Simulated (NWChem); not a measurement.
## Atomisation of C2H5O

```
C
O 1 1.3576
H 1 1.1172 2 109.86
H 1 1.1208 3 102.27 2 -111.25
C 1 1.5274 3 111.85 4 -118.36
H 5 1.1011 1 110.47 3 176.84
H 5 1.1015 6 108.01 1 -120.84
H 5 1.1022 6 108.61 7 -117.09
```
Charge 0, spin multiplicity 2.

Everything below was run with NWChem. The geometry was optimised at UB3LYP/def2-SVP, a minimum by its harmonic frequencies.

Basis set: def2-TZVP. The atomisation energy is electronic alone: no zero-point, thermal, spin-orbit or counterpoise terms. No value is extrapolated to the basis-set limit. Free atoms are single determinants with multiplicities C 3, O 3, H 2. Correlated methods freeze the same cores in atoms and molecule, 3 orbitals in all.

B3LYP has NWChem's definition, with VWN1-RPA local correlation. The structure started from a generated list of species. The stability of the SCF solutions was not checked. Open-shell Hartree-Fock references start from PBE0 orbitals.

One of these methods gave an atomisation energy of 697.6 kcal/mol. Which?
A. MP2
B. B3LYP
C. PBE
D. BHandHLYP

B, B3LYP. The others give 674.3 (MP2), 677.9 (BHandHLYP), 714.4 (PBE).
